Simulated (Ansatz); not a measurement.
A run of Ansatz (development build ahead of 0.2.0) on singlet CH₃(+) at this shape:

```xyz
4

C     0.0000    0.0000    0.0000
H     1.1041    0.0000    0.0000
H    -0.5520    0.9562    0.0000
H    -0.5520   -0.9562    0.0000
```

Its results:

```yaml
Converged: yes
Reference_energy: -39.23530 hartree
Correlation_energy: -0.10650 hartree
Total_energy: -39.34180 hartree
Spin_squared_of_the_determinant: 0.000
```

Q: Which input gives this output? Name the method, the orbitals and the basis set, and write the input.

A: RHF-MP2 in cc-pVDZ. An unrestricted run that stays on the closed shell gives the same numbers.

```yaml
crystal:
  periodic: [false, false, false]
  atoms:
    - { symbol: C, position_ang: [0.0, 0.0, 0.0] }
    - { symbol: H, position_ang: [1.10407, 0.0, 0.0] }
    - { symbol: H, position_ang: [-0.55203, 0.95615, 0.0] }
    - { symbol: H, position_ang: [-0.55203, -0.95615, 0.0] }
basis:
  gaussian: { orbitals: cc-pVDZ }
total_charge: 1
hamiltonian:
  xc: hf
correlation:
  method: mp2
  frozen_orbitals: { C: 1, H: 0 }
```
